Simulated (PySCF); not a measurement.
# Two structures, one formula

The two ends of one reaction step of BH$_{5}$SO, singlet (PBE0-D4/def2-TZVP).

A:

| atom | x (Å) | y (Å) | z (Å) |
| --- | --- | --- | --- |
| B1 | -0.5511 | -0.2959 | -0.2445 |
| O2 | 0.8047 | 0.6589 | -0.6845 |
| H3 | -0.3732 | -1.3167 | -0.8399 |
| H4 | -1.4795 | 0.3934 | -0.5737 |
| H5 | 1.1101 | 0.9562 | 0.1900 |
| S6 | -0.4177 | -0.3832 | 1.6175 |
| H7 | 0.5148 | 1.4360 | -1.1776 |
| H8 | 0.4025 | -1.4419 | 1.7138 |

B:

```tsv
atom	x (Å)	y (Å)	z (Å)
B1	-0.3667	-0.3129	-0.9575
O2	0.3001	0.7167	-1.5319
H3	0.2659	-1.3061	-0.7381
H4	-1.5536	-0.2600	-0.7853
H5	1.3719	0.3528	1.5722
S6	0.0973	0.3472	1.9920
H7	-0.2631	1.4726	-1.7131
H8	0.1152	-0.9767	2.2088
```

Program: PySCF 2.14 with density fitting (its default auxiliary sets; JK sets also for MP2 and CCSD(T)). Basis: def2-TZVPP. Cores are frozen in the correlated methods. B3LYP uses VWN-RPA correlation.

Which structure is lower at CCSD(T), and by how much? (To be estimated.)

Computed: B, by 28.1 kJ/mol (electronic energy, against the other). By their contacts, A is BH₅SO ([OH2][BH2][SH]) and B is a complex of BH₃O ([BH2][OH]) + H₂S.

Do the other methods give the same order? (A judgement: the text doesn't fix the answer.)

By the calculation: Not all: SPW92 gives the other order.

| method | E(B) − E(A) (kJ/mol) |
| --- | --- |
| SPW92 | 8.8 |
| PBE-D4 | -14.6 |
| r2SCAN-D4 | -20.1 |
| PBE0-D4 | -15.0 |
| B3LYP-D4 | -35.1 |
| BHLYP-D4 | -37.2 |
| wB97M-V | -25.6 |
| HF | -63.0 |
| MP2 | -21.4 |
| CCSD | -33.1 |
| CCSD(T) | -28.1 |

T1 diagnostic: at most 0.013.

Labels in which every atom is bracketed show which atoms are joined, not bond orders.

For scale, one of the runs: CCSD(T)/def2-TZVPP, 174 basis functions, launched by `OMP_NUM_THREADS=4 python run.py`. Hardware: 4 CPU threads of an Arm Neoverse V1, shared host. Wall time 2.9 min; peak host memory 1.5 GiB.
